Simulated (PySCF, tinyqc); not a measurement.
Inside a calculation. Method: RHF in the sto-3g basis, for BH, spin multiplicity 1. This run ends on a higher stationary point, not on the lowest solution. The lowest restricted solution is unstable here: a spin-polarised one lies 0.0088 hartree lower (PySCF). One step of it, computed by the program tinyqc.

Problem. Orthogonalisation. S = U s U^T; symmetric (Loewdin) form X = U s^(-1/2) U^T, so that X^T S X = 1.

overlap S, order 1B 1s, 1B 2s, 1B 2px, 1B 2py, 1B 2pz, 2H 1s:
```
[[1.000000, 0.269328, 0.000000, 0.000000, 0.000000, 0.016022],
 [0.269328, 1.000000, 0.000000, 0.000000, 0.000000, 0.210192],
 [0.000000, 0.000000, 1.000000, 0.000000, 0.000000, 0.000000],
 [0.000000, 0.000000, 0.000000, 1.000000, 0.000000, 0.000000],
 [0.000000, 0.000000, 0.000000, 0.000000, 1.000000, 0.259268],
 [0.016022, 0.210192, 0.000000, 0.000000, 0.259268, 1.000000]]
```

Give: eigenvalues of S; X.

Solution.

eigenvalues of S: [0.6178, 0.8131, 1.0000, 1.0000, 1.1718, 1.3973]

X, order 1B 1s, 1B 2s, 1B 2px, 1B 2py, 1B 2pz, 2H 1s:
```
[[1.0292, -0.1441, 0.0000, 0.0000, -0.0036, 0.0154],
 [-0.1441, 1.0482, 0.0000, 0.0000, 0.0232, -0.1169],
 [0.0000, 0.0000, 1.0000, 0.0000, 0.0000, 0.0000],
 [0.0000, 0.0000, 0.0000, 1.0000, 0.0000, 0.0000],
 [-0.0036, 0.0232, 0.0000, 0.0000, 1.0275, -0.1397],
 [0.0154, -0.1169, 0.0000, 0.0000, -0.1397, 1.0460]]
```
